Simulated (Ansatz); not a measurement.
# AlPHCl+ (quartet): from Hartree-Fock to the top rungs, cc-pVDZ

Aim: climb from Hartree-Fock through coupled cluster for AlPHCl+ (quartet) at one geometry and basis, and see what each rung misses.

Program: Ansatz 0.2.0, Gaussian basis. Level of theory: cc-pVDZ, core rule «outside noble gas», up to 15 orbitals frozen. These are calculated values, not measurements.

The runs, in order: UHF; CCSD(T) on ROHF; CCSD(T) on UHF; BCCD(T) on ROHF; CISD as a restricted active space (open shells left free, so some higher excitations enter); CCSDT(Q) on ROHF; CCSDT(Q) on UHF.

5 further runs of the same task are left out: 1 for a known fault of the program, 4 set aside as unsound or not needed. Runs told in other sessions of the task aren't counted.

## Step 1: What is computed

The geometry is a PBE0/def2-TZVP stationary point (not a proven minimum) of the parent state, kept for this charge and spin.

4 atoms, charge 1, spin multiplicity 4.

Atoms are counted from 1 here; the program's logs count them from 0.

Bond lengths: Cl1–Al2 2.120 Å, Al2–P3 2.374 Å, P3–H4 1.426 Å. Angles: Cl1–Al2–P3 114.4°, Al2–P3–H4 91.8°.

## Step 2: UHF

File in.yaml:

```yaml
crystal:
  periodic: [false, false, false]
  atoms:
    - {symbol: Cl, position_ang: [0.000000, -0.326601, 1.792479]}
    - {symbol: Al, position_ang: [0.000000, 0.853589, 0.030871]}
    - {symbol: P, position_ang: [0.000000, -0.395551, -1.988246]}
    - {symbol: H, position_ang: [0.000000, 0.793281, -2.776193]}
basis:
  gaussian: {orbitals: cc-pVDZ}
total_charge: 1
magnetization: {spin_polarized: true, initial_magnetization: 3}
hamiltonian: {xc: hf}
output: {orbitals: {seedname: orbitals}}
```

On the command line:

```bash
$ ansatz run in.yaml --threads 1 --pin off --events-out ev --progress --plain --max-ram 2816MiB --backend cpu
```

The runs that follow: CCSD(T) on ROHF; CCSD(T) on UHF; BCCD(T) on ROHF; CISD as a restricted active space (open shells left free, so some higher excitations enter); CCSDT(Q) on ROHF; CCSDT(Q) on UHF.

**Question.** What will the summary of the whole plan be? Wanted: UCCSDT(Q) from the RHF energy; RMP2 from UCCSDT(Q); UMP2 from UCCSDT(Q); RCCSD from UCCSDT(Q); RCCSD(T) from UCCSDT(Q); UCCSD(T) from UCCSDT(Q); RCCSDT(Q) from UCCSDT(Q); T1 diagnostic.

The runs gave:

```
                         quantity                      value
    UCCSDT(Q) from the ROHF energy                 -8.0746 eV
              RMP2 from UCCSDT(Q)              +124.9 kJ/mol
              UMP2 from UCCSDT(Q)              +123.9 kJ/mol
             RCCSD from UCCSDT(Q)               +26.4 kJ/mol
          RCCSD(T) from UCCSDT(Q)                +5.4 kJ/mol
          UCCSD(T) from UCCSDT(Q)                +5.3 kJ/mol
         RCCSDT(Q) from UCCSDT(Q)                +0.3 kJ/mol
levels within 1 kcal/mol (43 meV)  RCCSDT, UCCSDT, RCCSDT(Q)
                    T1 diagnostic                      0.031
```

RCCSD(T) misses by +5.4 kJ/mol, 0.7 % of the correlation energy. These misses are within one basis, not against nature; the frozen cores of restricted and unrestricted runs differ, which can shift their rows.

With open shells the CI space here admits some higher excitations, so it is larger than plain CISD.
